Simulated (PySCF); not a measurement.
Computed with PySCF with PBE-D3(BJ)/def2-TZVP. All species are isolated molecules in the gas phase. One relaxed conformer stands for a flexible species; it need not be the lowest. 

Reference species (SMILES): `[OH]` (neutral, multiplicity 2).

- highest occupied spin orbital = -7.15 eV

Changed species: `[NH2][In][OH]` (radical fragment; the reference has radical fragment).

**Question.** What does the change do to the highest occupied spin orbital?

**Answer.** the highest occupied spin orbital increases by 2.17 eV, to -4.98 eV.
